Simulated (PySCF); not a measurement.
diphosphorus (P2), SMILES P#P. Atoms are numbered in the order given.

```xyz
2

P      0.0000     0.0000    -0.9442
P      0.0000     0.0000     0.9442
```
Charge 0, spin multiplicity 1.

Geometry: B3LYP-D3(BJ)/def2-TZVPD.

These are CAM-B3LYP/def2-TZVPD run with PySCF values and carry that method's errors.

Gas-phase values at a fixed geometry.

```json
{
  "total_energy": "-682.71921 hartree",
  "point_group": "D∞h",
  "highest_occupied_level": "-9.24 eV",
  "lowest_empty_level": "-1.49 eV",
  "orbital_gap": "7.76 eV",
  "dipole_moment": "0.000 e·Å",
  "quadrupole, principal values (traceless, Buckingham form, about the centre of nuclear charge)": "-0.46, -0.46, 0.93 D·Å",
  "mean_static_polarisability": "49.2 bohr³ (7.29 Å³)",
  "polarisability_principal_values": "39.5, 39.5, 68.6 bohr³"
}
```
